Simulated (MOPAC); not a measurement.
MOPAC input (PM3):

```
PM3 PRECISE GNORM=0.05 LET XYZ GEO-OK AUX(PRECISION=9) THREADS=1
H2O2

O     0.01545466 1    0.72381182 1   -0.07020381 1
O    -0.01124373 1   -0.72607760 1   -0.04190313 1
H     0.80569804 1    0.89668240 1    0.46138431 1
H    -0.83938551 1   -0.87855617 1    0.43547118 1
```

Output:

```
 *******************************************************************************
 **                                                                           **
 **                              MOPAC v23.2.5                                **
 **                                                                           **
 *******************************************************************************
 ** MOPAC's Digital Object Identifier: https://doi.org/10.5281/zenodo.6511958 **
 **                                                                           **
 ** Please cite the open-source release paper for use of this MOPAC version:  **
 ** J. E. Moussa and J. J. P. Stewart (2026)                                  **
 ** MOPAC: An open-source semiempirical molecular orbital program             **
 ** J. Open Source Softw., 11(119), 8025, https://doi.org/10.21105/joss.08025 **
 *******************************************************************************

                              PM3 CALCULATION RESULTS

 *******************************************************************************
 *  PM3        - The PM3 Hamiltonian to be used
 *  GEO-OK     - OVERRIDE INTERATOMIC DISTANCE AND OTHER SAFETY CHECKS
 *  LET        - OVERRIDE SOME SAFETY CHECKS
 *  PRECISE    - TIGHTER CRITERIA TO BE USED
 *  XYZ        - CARTESIAN COORDINATE SYSTEM TO BE USED
 *  GNORM      - EXIT WHEN GRADIENT NORM DROPS BELOW 0.050
 *  AUX        - OUTPUT AUXILIARY INFORMATION
 *******************************************************************************
PM3 PRECISE GNORM=0.05 LET XYZ GEO-OK AUX(PRECISION=9) THREADS=1
 H2O2

   ATOM   CHEMICAL          X               Y               Z
  NUMBER   SYMBOL      (ANGSTROMS)     (ANGSTROMS)     (ANGSTROMS)

     1       O          0.01545466  *   0.72381182  *  -0.07020381  *
     2       O         -0.01124373  *  -0.72607760  *  -0.04190313  *
     3       H          0.80569804  *   0.89668240  *   0.46138431  *
     4       H         -0.83938551  *  -0.87855617  *   0.43547118  *

          CARTESIAN COORDINATES

    NO.       ATOM           X           Y           Z

     1         O          0.0155      0.7238     -0.0702
     2         O         -0.0112     -0.7261     -0.0419
     3         H          0.8057      0.8967      0.4614
     4         H         -0.8394     -0.8786      0.4355

  H: (PM3): J. J. P. STEWART, J. COMP. CHEM. 10, 209 (1989).
  O: (PM3): J. J. P. STEWART, J. COMP. CHEM. 10, 209 (1989).

           Empirical Formula: H2 O2  =     4 atoms

      MOLECULAR POINT GROUP   :   C2

      RHF CALCULATION, NO. OF DOUBLY OCCUPIED LEVELS = 7

          Geometry optimization using EF

          DIAGONAL MATRIX USED AS START HESSIAN

 CYCLE:     1  GRAD.:    52.869 HEAT: -38.27745
 CYCLE:     2  GRAD.:   476.220 HEAT: -9.061984
 CYCLE:     3  GRAD.:    40.206 HEAT: -38.64632
 CYCLE:     4  GRAD.:   168.148 HEAT: -31.55969
 CYCLE:     5  GRAD.:    13.428 HEAT: -39.42709
 CYCLE:     6  GRAD.:     8.059 HEAT: -39.61875
 CYCLE:     7  GRAD.:     9.144 HEAT: -39.82074
 CYCLE:     8  GRAD.:    23.892 HEAT: -40.03652
 CYCLE:     9  GRAD.:    20.170 HEAT: -40.20867
 CYCLE:    10  GRAD.:    32.202 HEAT: -40.42401
 CYCLE:    11  GRAD.:   106.966 HEAT: -37.71785
 CYCLE:    12  GRAD.:    51.541 HEAT: -40.13568
 CYCLE:    13  GRAD.:   159.970 HEAT: -32.63763
 CYCLE:    14  GRAD.:    14.335 HEAT: -40.64672
 CYCLE:    15  GRAD.:    14.923 HEAT: -40.68136
 CYCLE:    16  GRAD.:     4.688 HEAT: -40.74248
 CYCLE:    17  GRAD.:     4.046 HEAT: -40.76208
 CYCLE:    18  GRAD.:     4.766 HEAT: -40.78309
 CYCLE:    19  GRAD.:     2.984 HEAT: -40.79315
 CYCLE:    20  GRAD.:     0.990 HEAT: -40.79707
 CYCLE:    21  GRAD.:     0.930 HEAT: -40.79754
 CYCLE:    22  GRAD.:     0.271 HEAT: -40.79775
 CYCLE:    23  GRAD.:     0.145 HEAT: -40.79784
 CYCLE:    24  GRAD.:     0.022 HEAT: -40.79788

     GRADIENT =  0.02215 IS LESS THAN CUTOFF =  0.05000

 -------------------------------------------------------------------------------
 PM3 PRECISE GNORM=0.05 LET XYZ GEO-OK AUX(PRECISION=9) THREADS=1
 H2O2

     GEOMETRY OPTIMISED USING EIGENVECTOR FOLLOWING (EF).
     SCF FIELD WAS ACHIEVED

                              PM3 CALCULATION
                                                       MOPAC v23.2.5 Linux

          FINAL HEAT OF FORMATION =        -40.79788 KCAL/MOL =    -170.69832 KJ/MOL

          COSMO AREA              =         57.24 SQUARE ANGSTROMS
          COSMO VOLUME            =         38.19 CUBIC ANGSTROMS

          GRADIENT NORM           =          0.02215          =       0.01108 PER ATOM
          IONIZATION POTENTIAL    =         11.602161 EV
          HOMO LUMO ENERGIES (EV) =        -11.602  1.578
          NO. OF FILLED LEVELS    =          7
          MOLECULAR WEIGHT        =         34.0146         POINT GROUP:  C2h

          MOLECULAR DIMENSIONS (Angstroms)

            Atom       Atom       Distance
            H     4    H     3     2.52929
            O     2    O     1     1.09971
            O     2    H     3     0.00032

          SCF CALCULATIONS        =         25

   ATOM   CHEMICAL          X               Y               Z
  NUMBER   SYMBOL      (ANGSTROMS)     (ANGSTROMS)     (ANGSTROMS)

     1       O         -0.01727710  *   0.74157275  *   0.03048196  *
     2       O          0.01388859  *  -0.73975237  *   0.05971392  *
     3       H          0.91824257  *   0.86859976  *   0.05815348  *
     4       H         -0.92165220  *  -0.86675370  *   0.03268340  *

                             CARTESIAN COORDINATES

   1    O       -0.017277101     0.741572750     0.030481960
   2    O        0.013888587    -0.739752367     0.059713922
   3    H        0.918242570     0.868599764     0.058153482
   4    H       -0.921652198    -0.866753698     0.032683401

           Empirical Formula: H2 O2  =     4 atoms

      MOLECULAR POINT GROUP   :   C2h

                  EIGENVALUES
 -36.42402 -32.91014 -18.40298 -17.01444 -14.48185 -14.27381 -11.60216   1.57784
   4.23887   4.78641

              NET ATOMIC CHARGES AND DIPOLE CONTRIBUTIONS

  ATOM NO.   TYPE          CHARGE      No. of ELECS.   s-Pop       p-Pop
    1          O          -0.205906        6.2059     1.85837     4.34754
    2          O          -0.205906        6.2059     1.85837     4.34754
    3          H           0.205906        0.7941     0.79409
    4          H           0.205906        0.7941     0.79409
 DIPOLE           X         Y         Z       TOTAL
 POINT-CHG.    -0.000     0.000     0.001     0.001
 HYBRID        -0.000     0.000     0.000     0.000
 SUM           -0.000     0.000     0.001     0.001

          ATOMIC ORBITAL ELECTRON POPULATIONS

     Atom    s        px        py        pz
    1  O   1.85837   1.32708   1.02154   1.99892
    2  O   1.85837   1.32705   1.02154   1.99895
    3  H   0.79409
    4  H   0.79409

 **********************
 *                    *
 * JOB ENDED NORMALLY *
 *                    *
 **********************

 == MOPAC DONE ==
```

The geometry given is a B3LYP-D3(BJ)/def2-TZVP minimum.
